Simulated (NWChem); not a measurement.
# UM06-D3(0)/def2-SVPD run of BNH3 (SMILES B[NH])

Aim: the vertical doublet–quartet gap of BNH3 at UM06-D3(0)/def2-SVPD, from 2 runs. 

Program for the calculation: NWChem 7.3.0.

3 further runs of the same task are left out: 1 that didn't finish, 2 set aside as unsound or not needed.

## Step 1: The structure to begin with

BNH3 has 5 atoms, charge 0, and is taken as a doublet. As SMILES, `B[NH]`. Geometry: relaxed at PBE0-D4/def2-TZVP.

Bond lengths: B1–N2 1.329 Å, B1–H3 1.210 Å, B1–H4 1.204 Å, N2–H5 0.999 Å. Angles: B1–N2–H5 163.9°, N2–B1–H3 118.8°, N2–B1–H4 121.2°, H3–B1–H4 119.9°.

## Step 2: A single-point energy at UM06-D3(0)/def2-SVPD

Contents of bh3n.nw:

```
start bh3n
title "BH3N"
memory stack 880 mb heap 220 mb global 1100 mb

geometry units angstroms
   zmatrix
     B
     N 1 1.328668
     H 1 1.210262 2 118.81381
     H 1 1.203621 3 119.94922 2 179.99546
     H 2 0.999182 1 163.93826 4 179.85312
   end
end

basis spherical
   * library def2-SVPD
end

dft
   xc m06
   mult 2
   disp vdw 3
   grid coarse
   iterations 150
   mulliken
   noprint "final vectors analysis"
end

task dft energy
```

The run is started by

```console
nwchem bh3n.nw > bh3n.out
```

What it wrote, cut to the lines that bear on the results:

```text
[...]
 Group name             Cs
[...]
          Wavefunction type:  spin polarized.
          No. of atoms     :     5
          No. of electrons :    15
[...]
          Charge           :     0
          Spin multiplicity:     2
[...]
          AO basis - number of functions:    64
[...]
              XC Information
              --------------
                          M06 Method XC Functional
                     Hartree-Fock (Exact) Exchange  0.270
                           M06 Exchange Functional  1.000
                         M06 Correlation Potential  1.000
[...]
 d= 0,ls=0.0,diis     1    -81.2024514347 -1.08D+02  9.27D-03  5.97D-02     0.4
[...]
 d= 0,ls=0.0,diis    10    -81.2397870233 -2.07D-07  7.05D-06  2.60D-08     2.8
[...]
         Total DFT energy =      -81.239787023290
      One electron energy =     -162.369042767044
           Coulomb energy =       65.952971794486
    Exchange-Corr. energy =      -11.971807180032
 Nuclear repulsion energy =       27.148142763195
    Dispersion correction =       -0.000051633895
[...]
      Total Density - Mulliken Population Analysis
     ---------------------------------------------
    Atom       Charge   Shell Charges
 -----------   ------   -------------------------------------------------------
    1 B    5     5.58   1.98  0.85  0.23 -0.01  1.68  0.73  0.07  0.06
    2 N    7     6.54   1.99  1.05  0.37 -0.36  2.38  1.09  0.01  0.01
    3 H    1     0.84   0.76  0.07  0.01 -0.00
    4 H    1     0.85   0.77  0.08  0.01 -0.01
    5 H    1     1.20   0.73  0.37  0.04  0.06
[...]
      <S2> =      0.7580 (Exact =     0.7500)
[...]
```

It took 3.6 s on 1 thread of Intel Xeon Platinum 8488C (Sapphire Rapids), shared host; peak memory 0.11 GiB.

## Step 3: The quartet at the same level

Contents of sp.nw:

```
start sp
title "BH3N"
memory total 2200 mb
charge 0

geometry units angstroms noautosym nocenter noautoz
  B     -0.310800    -0.370100    -0.091600
  N      0.531200     0.655200    -0.019800
  H     -0.414800    -1.107400     0.862500
  H     -0.964100    -0.573100    -1.081900
  H      1.208400     1.321700     0.289300
end

basis "ao basis" spherical
  * library def2-SVPD
end

dft
  xc m06
  mult 4
  disp vdw 3
  grid coarse
  iterations 150
  mulliken
end

task dft energy
```

The run is started by

```console
nwchem sp.nw > sp.out
```

What it wrote, cut to the lines that bear on the results:

```text
[...]
          Wavefunction type:  spin polarized.
          No. of atoms     :     5
          No. of electrons :    15
[...]
          Charge           :     0
          Spin multiplicity:     4
[...]
          AO basis - number of functions:    64
[...]
              XC Information
              --------------
                          M06 Method XC Functional
                     Hartree-Fock (Exact) Exchange  0.270
                           M06 Exchange Functional  1.000
                         M06 Correlation Potential  1.000
[...]
 d= 0,ls=0.0,diis     1    -80.9804805252 -1.08D+02  1.03D-02  1.09D-01     0.5
[...]
 d= 0,ls=0.5,diis    18    -81.0226285383 -1.53D-07  6.33D-06  3.84D-08     7.1
[...]
         Total DFT energy =      -81.022628609034
      One electron energy =     -161.703898502565
           Coulomb energy =       65.490258215843
    Exchange-Corr. energy =      -11.957074461337
 Nuclear repulsion energy =       27.148137772953
    Dispersion correction =       -0.000051633927
[...]
      Total Density - Mulliken Population Analysis
     ---------------------------------------------
    Atom       Charge   Shell Charges
 -----------   ------   -------------------------------------------------------
    1 B    5     5.89   1.98  0.75  0.31 -0.03  1.82  0.94  0.07  0.05
    2 N    7     6.58   1.99  1.08  0.42 -0.21  2.32  0.91  0.01  0.06
    3 H    1     0.74   0.71  0.02  0.01  0.01
    4 H    1     0.75   0.72  0.02  0.01  0.00
    5 H    1     1.03   0.71  0.26  0.04  0.03
[...]
      <S2> =      3.7607 (Exact =     3.7500)
[...]
```

Run time: 8.1 s. Hardware: 1 thread of Intel Xeon Platinum 8488C (Sapphire Rapids), shared host; peak memory 0.11 GiB.

## Step 4: Outcome

At UM06-D3(0)/def2-SVPD:

```
                                        quantity         value
                           doublet: total energy  -81.23979 Eh
                          doublet: dipole moment        1.17 D
                      doublet: dispersion energy  -0.14 kJ/mol
                                   doublet: ⟨S²⟩         0.758
                           quartet: total energy  -81.02263 Eh
                          quartet: dipole moment        3.61 D
     quartet: HOMO energy (highest over α and β)      -2.59 eV
                      quartet: dispersion energy  -0.14 kJ/mol
                                   quartet: ⟨S²⟩         3.761
vertical energy of the quartet above the doublet      5.909 eV
```

What this shows: At this shape the quartet lies 5.91 eV (136 kcal/mol) above the doublet. Mulliken charges (doublet) run from -0.58 on B1 to +0.46 on N2; in a basis this large or diffuse they mean little. Mulliken charges (quartet) run from -0.89 on B1 to +0.42 on N2; in a basis this large or diffuse they mean little.
